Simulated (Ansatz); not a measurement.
```xyz
6

F    -0.2571   -0.9326    1.7090
C     0.3029   -0.7331    0.5400
O    -0.4620   -0.8681   -0.5976
C     0.1183    0.3849   -0.3440
F     1.0367    0.7900   -1.1929
F    -0.7388    1.3589   -0.1146
```

The species carries charge 0 and has multiplicity 2.

Question: List the PBE/def2-TZVPP orbital energies in eV (Ansatz 0.2.0). (Best estimate.)

Answer: Ansatz gave: α occupied: -661.90, -661.79, -661.70, -512.80, -275.58, -273.62, -33.48, -32.44, -31.55, -29.32, -18.09, -17.14, -15.59, -15.34, -14.19, -12.89, -12.72, -11.93, -11.33, -11.00, -10.73, -9.62, -8.68, -6.06. α empty: 0.78, 1.31, 1.83, 1.94, 3.74, 4.16, 4.36, 4.94. β occupied: -661.80, -661.78, -661.70, -512.69, -275.55, -273.28, -33.44, -32.25, -31.54, -29.15, -17.89, -16.92, -15.50, -15.13, -14.05, -12.75, -12.18, -11.88, -11.28, -10.82, -10.69, -9.31, -8.43. β empty: -4.08, 1.03, 1.63, 2.04, 2.24, 4.08, 4.34, 4.77. ⟨S²⟩ = 0.752.
